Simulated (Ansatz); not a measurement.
Reaction (homolysis of the O–Si bond): `O[SiH]` → `[OH]`• + `[SiH]`•

Program: Ansatz. Geometries: PBE0-D4/def2-TZVP. ΔE: electronic, gas phase. CCSD(T)/CBS is extrapolated from def2-TZVPP and def2-QZVPP, frozen cores. Functionals use def2-TZVPP. No spin–orbit coupling; open shells (•) take unrestricted orbitals.

```
              level  ΔE (kJ/mol)
            PBE0-D4        502.1
            r2SCANh        497.5
    CCSD/def2-TZVPP        490.3
    CCSD/def2-QZVPP        500.2
    MP2/cc-pV(D+d)Z        492.8
   CCSD/cc-pV(D+d)Z        452.0
     HF/cc-pV(Q+d)Z        361.0
CCSD(T)/cc-pV(Q+d)Z        515.7
```

Problem. What does CCSD(T)/CBS give? (Estimate.)

Solution. The calculation gave: +521.5 kJ/mol. The listed levels differ from it by -19.4, -24.0, -31.2, -21.3, -28.7, -69.5, -160.5, -5.8 kJ/mol.

Problem. What do rigid-rotor, harmonic-oscillator terms from PBE0-D4/def2-TZVP frequencies (298.15 K, 1 bar) make of the CCSD(T)/CBS value? (Estimate.)

Solution. The calculation gave: ΔZPE = -20.4 kJ/mol, ΔH = +507.7 kJ/mol, ΔS = 141 J/(mol·K), ΔG = +465.8 kJ/mol. Open shells count their whole term as degenerate.

Largest T1 diagnostic among the species: 0.034.

From PBE to PBE0 (25 % exact exchange), in def2-TZVPP and without D4, ΔE moves by −18.5 kJ/mol: exact exchange takes away binding that semilocal exchange gives to molecules. The D4 term adds +4.7 kJ/mol with B3LYP and +2.3 kJ/mol with PBE0; it sums over pairs of atoms, weighted by their polarisabilities, and B3LYP, whose exchange is more repulsive, gets the larger term. Leaving LDA and LC-ωPBE aside and taking each functional with its dispersion term where it has one, the values, not all of them listed here, spread over 44.0 kJ/mol, from BHLYP-D4 to ωB97M-V. LDA lies +86.8 kJ/mol from PBE without D4, its usual overbinding.

B3LYP here is the variant with VWN-RPA as its local correlation; programs differ in this.
